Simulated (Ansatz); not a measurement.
**BH₂+ (triplet): wave-function methods side by side at angle H2–B1–H3 = 68.5°, aug-cc-pVTZ**

Aim: climb from Hartree-Fock through coupled cluster and multireference methods for BH₂+ (triplet) at one geometry and basis, and see what each rung misses.

The runs use Ansatz 0.2.0, Gaussian basis; aug-cc-pVTZ, core rule «outside noble gas», up to 1 orbitals frozen.

The runs, in order: UHF; CCSD(T) on ROHF; CCSD(T) on UHF; BCCD(T) on ROHF; CCSDT(Q) on ROHF; CCSDT(Q) on UHF; CASSCF and NEVPT2, 4 electrons in 6 orbitals; Full CI.

12 further runs of the same task are left out: 2 for a known fault of the program, 7 that didn't finish, 3 set aside as unsound or not needed.

## 1. The system

The geometry derives from a PBE0/def2-TZVP stationary point (not a proven minimum). One angle is set to the value named; bond lengths are kept.

3 atoms, charge 1, spin multiplicity 3.

Atoms are counted from 1 here; the program's logs count them from 0.

Bond lengths: B1–H2 1.291 Å, B1–H3 1.291 Å. Angles: H2–B1–H3 68.5°.

Coordinates:

```
B     0.0000    0.0000   -0.1677
H     0.0000    0.7265    0.8993
H     0.0000   -0.7265    0.8993
```

In the tables R marks a restricted open-shell determinant and U an unrestricted one; 'valence' is the active space of 4 electrons in 6 orbitals; energies count from the table's Hartree-Fock row.

## 2. UHF

in.yaml

```yaml
crystal:
  periodic: [false, false, false]
  atoms:
    - {symbol: B, position_ang: [0.000000, 0.000000, -0.167695]}
    - {symbol: H, position_ang: [0.000000, 0.726514, 0.899334]}
    - {symbol: H, position_ang: [0.000000, -0.726514, 0.899334]}
basis:
  gaussian: {orbitals: aug-cc-pVTZ}
total_charge: 1
magnetization: {spin_polarized: true, initial_magnetization: 2}
hamiltonian: {xc: hf}
output: {orbitals: {seedname: orbitals}}
```

Launch:

```
$ ansatz run in.yaml --threads 1 --pin off --events-out ev --progress --plain --max-ram 2393MiB
```

The program printed:

```text
Functional definition: HF
  name "HF"
  cite "Fock, Z. Phys. 61, 126 (1930) doi:10.1007/BF01340294"
  parent pbe
  exchange = exact_x
  correlation = 0
404 factors; their error is unknown
mean field evaluation 1: about -688.8258 eV, gradient 7.4e0 eV
mean field evaluation 2: about -689.4257 eV, gradient 2.9e0 eV
mean field evaluation 4: about -689.5785 eV, gradient 2.7e-1 eV
mean field evaluation 8: about -689.5836 eV, gradient 3.2e-4 eV
mean field -689.58358212 eV, -25.3417292265 hartree, gradient 2.0e-5 eV, S^2 2.009502; 0 other end points of the search recorded, 0 dependent functions left out
reference -689.58358212 eV, -25.3417292265 hartree; 4, 2 occupied and 88, 90 virtual orbitals, 404 factors
Total energy: -689.58358212 eV, -25.3417292265 hartree
```

Run time: 0.65 s. Hardware: 1 thread of Arm Neoverse V2, shared host.

From the report: ⟨S²⟩ of the determinant 2.010 (pure triplet: 2.00).

## 3. CCSD(T) on ROHF

in.yaml: that of step 2 with these lines changed.

```diff
@@ -9,4 +9,3 @@
 total_charge: 1
-magnetization: {spin_polarized: true, initial_magnetization: 2}
-hamiltonian: {xc: hf}
-output: {orbitals: {seedname: orbitals}}
+magnetization: {spin_polarized: false, initial_magnetization: 2}
+correlation: {method: ccsd_t, electrons: outside_noble_gas}
```

Same command.

The program printed, shortened:

```text
Functional definition: HF
  name "HF"
  cite "Fock, Z. Phys. 61, 126 (1930) doi:10.1007/BF01340294"
  parent pbe
[...]
522 factors; integrals over basis functions are off by at most 8.6e-4 eV
[...]
mean field -689.46964961 eV, -25.3375422840 hartree, gradient 1.1e-6 eV, S^2 2.000000; 1 other end points of the search recorded, 0 dependent functions left out
determinant -689.46964961 eV, -25.3375422840 hartree, with singles and doubles -691.51659624 eV, -25.4127661852 hartree
determinant -686.02053671 eV, -25.2107897227 hartree, with singles and doubles -688.31146361 eV, -25.2949797336 hartree
1 core orbitals not correlated: weight in the atoms' cores, before any rotation towards them, 1.000 or more for the frozen orbitals, at most 0.000 for the correlated occupied ones
reference -689.46964961 eV, -25.3375422840 hartree; 3, 1 occupied and 88, 90 virtual orbitals, 522 factors
second order -1.51645342 eV of doubles, -0.06960630 eV of singles
cycle   1  -1.97250021 eV  change   -1.8e-1 eV  update   1.7e-2
[...]
cycle   8  -1.98756840 eV  change    5.4e-7 eV  update   4.6e-6
perturbative correction -0.04305324 eV, -0.0015821775 hartree
Total energy: -691.50027125 eV, -25.4121662529 hartree
```

Run time: 1.9 s. Hardware: 1 thread of Arm Neoverse V2, shared host; peak memory 0.37 GiB.

From the report: correlation -2.0306 eV; T1 0.022; largest double amplitude 0.06.

## 4. CCSD(T) on UHF

in.yaml: that of step 3 with these lines changed.

```diff
@@ -9,3 +9,3 @@
 total_charge: 1
-magnetization: {spin_polarized: false, initial_magnetization: 2}
+magnetization: {spin_polarized: true, initial_magnetization: 2}
 correlation: {method: ccsd_t, electrons: outside_noble_gas}
```

The command is unchanged.

The program printed, shortened:

```text
Functional definition: HF
  name "HF"
  cite "Fock, Z. Phys. 61, 126 (1930) doi:10.1007/BF01340294"
  parent pbe
[...]
522 factors; integrals over basis functions are off by at most 8.6e-4 eV
[...]
mean field -689.58359505 eV, -25.3417297015 hartree, gradient 1.0e-6 eV, S^2 2.009502; 1 other end points of the search recorded, 0 dependent functions left out
determinant -689.58359505 eV, -25.3417297015 hartree, with singles and doubles -691.51200911 eV, -25.4125976113 hartree
determinant -686.17975563 eV, -25.2166409101 hartree, with singles and doubles -688.29400395 eV, -25.2943381026 hartree
1 core orbitals not correlated: weight in the atoms' cores, before any rotation towards them, 1.000 or more for the frozen orbitals, at most 0.000 for the correlated occupied ones
reference -689.58359505 eV, -25.3417297015 hartree; 3, 1 occupied and 88, 90 virtual orbitals, 522 factors
second order -1.46256168 eV of doubles, -0.00000000 eV of singles
cycle   1  -1.86295747 eV  change   -1.7e-1 eV  update   1.7e-2
[...]
cycle   9  -1.87682488 eV  change    1.3e-6 eV  update   1.1e-6
perturbative correction -0.04034511 eV, -0.0014826555 hartree
Total energy: -691.50076504 eV, -25.4121843993 hartree
```

Wall time 1.9 s (1 thread of Arm Neoverse V2, shared host); peak memory 0.37 GiB.

From the report: ⟨S²⟩ of the determinant 2.010 (pure triplet: 2.00); correlation -1.9172 eV; T1 0.015; largest double amplitude 0.06.

## 5. BCCD(T) on ROHF

in.yaml: that of step 4 with these lines changed.

```diff
@@ -9,3 +9,3 @@
 total_charge: 1
-magnetization: {spin_polarized: true, initial_magnetization: 2}
-correlation: {method: ccsd_t, electrons: outside_noble_gas}
+magnetization: {spin_polarized: false, initial_magnetization: 2}
+correlation: {method: bccd_t, electrons: outside_noble_gas}
```

Launched as before.

The program printed, shortened:

```text
Functional definition: HF
  name "HF"
  cite "Fock, Z. Phys. 61, 126 (1930) doi:10.1007/BF01340294"
  parent pbe
[...]
522 factors; integrals over basis functions are off by at most 8.6e-4 eV
[...]
mean field -689.46964961 eV, -25.3375422840 hartree, gradient 1.1e-6 eV, S^2 2.000000; 1 other end points of the search recorded, 0 dependent functions left out
determinant -689.46964961 eV, -25.3375422840 hartree, with singles and doubles -691.51659624 eV, -25.4127661852 hartree
determinant -686.02053671 eV, -25.2107897227 hartree, with singles and doubles -688.31146361 eV, -25.2949797336 hartree
1 core orbitals not correlated: weight in the atoms' cores, before any rotation towards them, 1.000 or more for the frozen orbitals, at most 0.000 for the correlated occupied ones
reference -689.46964961 eV, -25.3375422840 hartree; 3, 1 occupied and 88, 90 virtual orbitals, 522 factors
second order -1.51645342 eV of doubles, -0.06960630 eV of singles
cycle   1  -1.97762605 eV  change   -1.8e-1 eV  update   1.7e-2
[...]
cycle   9  -1.98890378 eV  change    1.1e-6 eV  update   1.7e-6
perturbative correction -0.04181152 eV, -0.0015365448 hartree
Total energy: -691.50036491 eV, -25.4121696945 hartree
```

Wall time 2.5 s (1 thread of Arm Neoverse V2, shared host); peak memory 0.48 GiB.

From the report: correlation -2.0307 eV; largest double amplitude 0.06.

## 6. CCSDT(Q) on ROHF

in.yaml: that of step 5 with these lines changed.

```diff
@@ -10,2 +10,2 @@
 magnetization: {spin_polarized: false, initial_magnetization: 2}
-correlation: {method: bccd_t, electrons: outside_noble_gas}
+correlation: {method: ccsdt_q, electrons: outside_noble_gas}
```

Launched as before.

The program printed, shortened:

```text
Functional definition: HF
  name "HF"
  cite "Fock, Z. Phys. 61, 126 (1930) doi:10.1007/BF01340294"
  parent pbe
[...]
1070 factors; integrals over basis functions are off by at most 2.0e-7 eV
[...]
mean field -689.46965058 eV, -25.3375423194 hartree, gradient 1.8e-6 eV, S^2 2.000000; 1 other end points of the search recorded, 0 dependent functions left out
determinant -689.46965058 eV, -25.3375423194 hartree, with singles and doubles -691.51660279 eV, -25.4127664258 hartree
determinant -686.02053775 eV, -25.2107897609 hartree, with singles and doubles -688.31146866 eV, -25.2949799191 hartree
1 core orbitals not correlated: weight in the atoms' cores, before any rotation towards them, 1.000 or more for the frozen orbitals, at most 0.000 for the correlated occupied ones
reference -689.46965058 eV, -25.3375423194 hartree; 3, 1 occupied and 88, 90 virtual orbitals, 1070 factors
second order -1.51645955 eV of doubles, -0.06960635 eV of singles
cycle   1  -1.85272659 eV  change   -2.7e-1 eV  update   4.3e-2
[...]
cycle  12  -2.04193367 eV  change    2.7e-7 eV  update   2.6e-7
perturbative correction -0.00040678 eV, -0.0000149491 hartree
Total energy: -691.51199103 eV, -25.4125969467 hartree
```

Run time: 56 s. Hardware: 1 thread of Arm Neoverse V2, shared host; peak memory 1.2 GiB.

From the report: correlation -2.0423 eV; T1 0.023; largest double amplitude 0.07.

## 7. CCSDT(Q) on UHF

in.yaml: that of step 6 with these lines changed.

```diff
@@ -9,3 +9,3 @@
 total_charge: 1
-magnetization: {spin_polarized: false, initial_magnetization: 2}
+magnetization: {spin_polarized: true, initial_magnetization: 2}
 correlation: {method: ccsdt_q, electrons: outside_noble_gas}
```

The command is unchanged.

The program printed, shortened:

```text
Functional definition: HF
  name "HF"
  cite "Fock, Z. Phys. 61, 126 (1930) doi:10.1007/BF01340294"
  parent pbe
[...]
1070 factors; integrals over basis functions are off by at most 2.0e-7 eV
[...]
mean field -689.58359608 eV, -25.3417297394 hartree, gradient 1.5e-6 eV, S^2 2.009502; 1 other end points of the search recorded, 0 dependent functions left out
determinant -689.58359608 eV, -25.3417297394 hartree, with singles and doubles -691.51201562 eV, -25.4125978504 hartree
determinant -686.17975672 eV, -25.2166409501 hartree, with singles and doubles -688.29400841 eV, -25.2943382668 hartree
1 core orbitals not correlated: weight in the atoms' cores, before any rotation towards them, 1.000 or more for the frozen orbitals, at most 0.000 for the correlated occupied ones
reference -689.58359608 eV, -25.3417297394 hartree; 3, 1 occupied and 88, 90 virtual orbitals, 1070 factors
second order -1.46256764 eV of doubles, -0.00000000 eV of singles
cycle   1  -1.73048894 eV  change   -2.7e-1 eV  update   4.4e-2
[...]
cycle  12  -1.92838236 eV  change    1.2e-7 eV  update   2.5e-7
perturbative correction -0.00038158 eV, -0.0000140227 hartree
Total energy: -691.51236001 eV, -25.4126105066 hartree
```

It took 55 s on 1 thread of Arm Neoverse V2, shared host; peak memory 1.2 GiB.

From the report: ⟨S²⟩ of the determinant 2.010 (pure triplet: 2.00); correlation -1.9288 eV; T1 0.015; largest double amplitude 0.07.

## 8. CASSCF and NEVPT2, 4 electrons in 6 orbitals

in.yaml: that of step 7 with these lines changed.

```diff
@@ -9,3 +9,3 @@
 total_charge: 1
-magnetization: {spin_polarized: true, initial_magnetization: 2}
-correlation: {method: ccsdt_q, electrons: outside_noble_gas}
+magnetization: {spin_polarized: false, initial_magnetization: 2}
+correlation: {method: sc_nevpt2, electrons: outside_noble_gas, active_space: {window: {electrons: 4, orbitals: 6}, shells: [{species: B, l: s, shell: 2}, {species: B, l: p, shell: 2}, {species: H, l: s, shell: 1}]}}
```

The command is unchanged.

The program printed:

```text
Functional definition: HF
  name "HF"
  cite "Fock, Z. Phys. 61, 126 (1930) doi:10.1007/BF01340294"
  parent pbe
  exchange = exact_x
  correlation = 0
1070 factors; integrals over basis functions are off by at most 2.0e-7 eV
mean field evaluation 1: about -688.7546 eV, gradient 7.1e0 eV
mean field evaluation 2: about -688.7550 eV, gradient 7.1e0 eV
mean field evaluation 4: about -689.4609 eV, gradient 7.2e-1 eV
mean field evaluation 8: about -689.4697 eV, gradient 9.6e-4 eV
mean field -689.46965058 eV, -25.3375423194 hartree, gradient 1.8e-6 eV, S^2 2.000000; 0 other end points of the search recorded, 0 dependent functions left out
reference -689.46965058 eV, -25.3375423194 hartree; 4, 2 occupied and 88, 90 virtual orbitals, 1070 factors
state -690.42316599 eV, -25.3725833645 hartree
state -690.42316599 eV, -25.3725833645 hartree; corrected -691.25363242 eV, -25.4031024428 hartree
Total energy: -691.25363242 eV, -25.4031024428 hartree
Checks for a lower state left out: starts, orbital_swaps
```

It took 1.6 s on 1 thread of Arm Neoverse V2, shared host.

From the report: 60 determinants; active occupations 1.96, 1.00, 1.00, 0.02, 0.01, 0.01.

## 9. Full CI

in.yaml

```yaml
crystal:
  periodic: [false, false, false]
  atoms:
    - {symbol: B, position_ang: [0.000000, 0.000000, -0.167695]}
    - {symbol: H, position_ang: [0.000000, 0.726514, 0.899334]}
    - {symbol: H, position_ang: [0.000000, -0.726514, 0.899334]}
basis:
  gaussian: {orbitals: aug-cc-pVTZ}
total_charge: 1
magnetization: {spin_polarized: false, initial_magnetization: 2}
correlation: {method: fci, electrons: outside_noble_gas}
```

Same command.

The program printed:

```text
Functional definition: HF
  name "HF"
  cite "Fock, Z. Phys. 61, 126 (1930) doi:10.1007/BF01340294"
  parent pbe
  exchange = exact_x
  correlation = 0
1070 factors; integrals over basis functions are off by at most 2.0e-7 eV
mean field evaluation 1: about -688.7546 eV, gradient 7.1e0 eV
mean field evaluation 2: about -688.7550 eV, gradient 7.1e0 eV
mean field evaluation 4: about -689.4609 eV, gradient 7.2e-1 eV
mean field evaluation 8: about -689.4697 eV, gradient 9.6e-4 eV
mean field -689.46965058 eV, -25.3375423194 hartree, gradient 1.8e-6 eV, S^2 2.000000; 0 other end points of the search recorded, 0 dependent functions left out
mean field evaluation 16: about -689.5819 eV, gradient 2.7e-1 eV
1 core orbitals not correlated: weight in the atoms' cores, before any rotation towards them, 1.000 or more for the frozen orbitals, at most 0.000 for the correlated occupied ones
reference -689.46965058 eV, -25.3375423194 hartree; 3, 1 occupied and 88, 90 virtual orbitals, 1070 factors
state -691.51204101 eV, -25.4125987833 hartree
Total energy: -691.51204101 eV, -25.4125987833 hartree
```

It took 51 s on 1 thread of Arm Neoverse V2, shared host; peak memory 0.78 GiB.

From the report: 4,238,676 determinants, symmetry B2.

## 10. How many determinants matter

Natural occupations of the FCI state about the gap (report; correlated orbitals 1 to 10): 1.944, 0.994, 0.987, 0.020, 0.015, 0.014, 0.007, 0.003, 0.003, 0.003. The count of effectively unpaired electrons, Σ n²(2 − n)², is 2.01; a single determinant of this spin has 2.

## 11. All levels against the top one

The yardstick is full CI for this spin, exact in this basis with these frozen cores. Rows without a time come out of other runs: HF, MP2 and CCSD of CCSD(T), CCSDT of CCSDT(Q), CASSCF and MRCISD of the multireference runs.

Differences are taken before rounding.

```
        method  energy from the lowest RHF (kcal/mol)  from FCI (kcal/mol)   time
           RHF                                   0.00               +47.10       
           UHF                                  -2.63               +44.47       
          RMP2                                 -36.58               +10.52       
          UMP2                                 -36.36               +10.74       
         RCCSD                                 -45.83                +1.26       
         UCCSD                                 -45.91                +1.19       
      RCCSD(T)                                 -46.83                +0.27  1.9 s
      UCCSD(T)                                 -46.84                +0.26  1.9 s
       BCCD(T)                                 -46.83                +0.27  2.5 s
        RCCSDT                                 -47.09                +0.01       
        UCCSDT                                 -47.10                 0.00       
     RCCSDT(Q)                                 -47.10                 0.00   56 s
     UCCSDT(Q)                                 -47.11                -0.01   55 s
CASSCF valence                                 -21.99               +25.11       
NEVPT2 valence                                 -41.14                +5.96  1.6 s
           FCI                                 -47.10                    0   51 s
```

Among the levels timed on like hardware and quicker than the yardstick, those that no quicker one beats, quickest first: NEVPT2 valence (1.6 s, +5.96 kcal/mol); UCCSD(T) (1.9 s, +0.26 kcal/mol).

## 12. What came out

```
                         quantity                                                              value
         FCI below the RHF energy                                                         -2.0424 eV
                    RMP2 from FCI                                                    +10.52 kcal/mol
                    UMP2 from FCI                                                    +10.74 kcal/mol
                   RCCSD from FCI                                                     +1.26 kcal/mol
                RCCSD(T) from FCI                                                     +0.27 kcal/mol
                UCCSD(T) from FCI                                                     +0.26 kcal/mol
               RCCSDT(Q) from FCI                                                      0.00 kcal/mol
               UCCSDT(Q) from FCI                                                     -0.01 kcal/mol
          NEVPT2 valence from FCI                                                     +5.96 kcal/mol
levels within 1 kcal/mol (43 meV)  RCCSD(T), UCCSD(T), BCCD(T), RCCSDT, UCCSDT, RCCSDT(Q), UCCSDT(Q)
                    T1 diagnostic                                                              0.022
   effectively unpaired electrons                                                               2.01
```

What this shows: RCCSD(T) lands +0.27 kcal/mol from the yardstick (0.6 % of the correlation energy). One determinant dominates. These misses are within one basis, not against nature; the frozen cores of restricted and unrestricted runs differ, which can shift their rows.

For cost: UCCSD(T) gets within 0.26 kcal/mol in 1.9 s, where FCI took 51 s; the quickest level in the cost chart, NEVPT2 valence, takes 1.6 s and misses by 5.96 kcal/mol.
